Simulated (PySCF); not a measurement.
## tetrahydropyran: calculation against experiment

**What was measured.**

From NIST CCCBDB Release 22 (SRD 101), experimental dipoles, for the gas: dipole moment 1.74 D.

The runs below try to reproduce these values; the comparison stands at the end.

Species: tetrahydropyran, C₅H₁₀O.
SMILES with atom numbers: `[CH2:1]1[CH2:2][CH2:3][O:4][CH2:5][CH2:6]1` (hydrogens: H7, H8 on C1; H9, H10 on C2; H11, H12 on C3; H13, H14 on C5; H15, H16 on C6)

Geometry (GFN2-xTB, Å), atoms numbered from 1 in this order:
```
atom  x, y, z in Å
C1    -0.1361    0.9690    0.7722
C2    -1.3065    0.4136   -0.0370
C3    -1.0359   -1.0525   -0.3775
O4     0.1713   -1.2148   -1.0860
C5     1.2772   -0.7558   -0.3431
C6     1.1594    0.7301   -0.0008
H7    -0.0842    0.4564    1.7362
H8    -0.2757    2.0343    0.9643
H9    -2.2393    0.4934    0.5226
H10   -1.4091    0.9789   -0.9649
H11   -1.0031   -1.6451    0.5515
H12   -1.8162   -1.4565   -1.0260
H13    1.3686   -1.3408    0.5868
H14    2.1530   -0.9478   -0.9665
H15    2.0259    1.0407    0.5845
H16    1.1429    1.3058   -0.9279
```

Runs made with PySCF (gas phase, on this GFN2-xTB geometry; no spin–orbit coupling):

| level | job | basis functions | wall time |
| --- | --- | --- | --- |
| CAM-B3LYP/def2-SVPD | 8 singlets by full TDDFT, 3 Tamm–Dancoff triplets, polarisability | 203 | 36 s |

Hardware: one thread of an Arm Neoverse V1 (shared host).

**Comparison with experiment**

**Dipole moment.** Measured: 1.74 D (NIST CCCBDB Release 22 (SRD 101), experimental dipoles).

```json
{"level": "CAM-B3LYP/def2-SVPD", "computed (D)": "1.59", "computed − measured (D)": "-0.15", "% (from the printed values)": "-9"}
```

The computed dipoles belong to one fixed geometry; measured ones are averaged over vibrations unless marked μe. Magnitudes are compared, not signs.

The geometry is computed, not the measured one. Where a level misses, the cause wasn't examined.
